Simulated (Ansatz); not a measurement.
This geometry of CH2Cl2 + HO (7 atoms, charge 0, multiplicity 2) is a first-order saddle point.

Computed with UKS PBE0-D4/def2-SVP in Ansatz.

```xyz
7
Properties=species:S:1:pos:R:3
H -0.101 0.305 -0.481
C 0.557 -0.467 0.059
Cl 0.537 -1.941 -0.886
Cl -0.065 -0.663 1.696
O -1.002 1.484 -0.661
H 1.579 -0.073 0.108
H -1.506 1.355 0.164
```

Question: Which two structures does it join? (They come from a converged band through this point; their orientation in space is the band's.)

Answer: Bonds broken: H1–C2. Bonds formed: H1–O5. CH2Cl2 + HO becomes CHCl2 + H2O.

Initial state:

```xyz
7
Properties=species:S:1:pos:R:3
H 0.298 0.275 -0.671
C 0.699 -0.501 -0.009
Cl 0.567 -2.068 -0.801
Cl -0.245 -0.403 1.501
O -1.511 1.770 -0.548
H 1.749 -0.322 0.246
H -1.556 1.249 0.282
```

Final state:

```xyz
7
Properties=species:S:1:pos:R:3
H -1.242 1.456 -1.070
C 0.569 -1.113 0.092
Cl 1.851 -2.226 0.108
Cl -0.508 -1.070 1.425
O -0.524 1.717 -0.483
H 0.677 -0.170 -0.452
H -0.822 1.406 0.380
```

Question: How far does it lie above each of them?

Answer: 0.153 eV above the first and 1.037 eV above the second. This is the barrier of this one path; another mechanism may lie lower.

Time of the run: 3.2 min on 2 threads of AMD EPYC 7B13 (Zen 3), with other jobs on the host, peak memory 0.26 GiB.
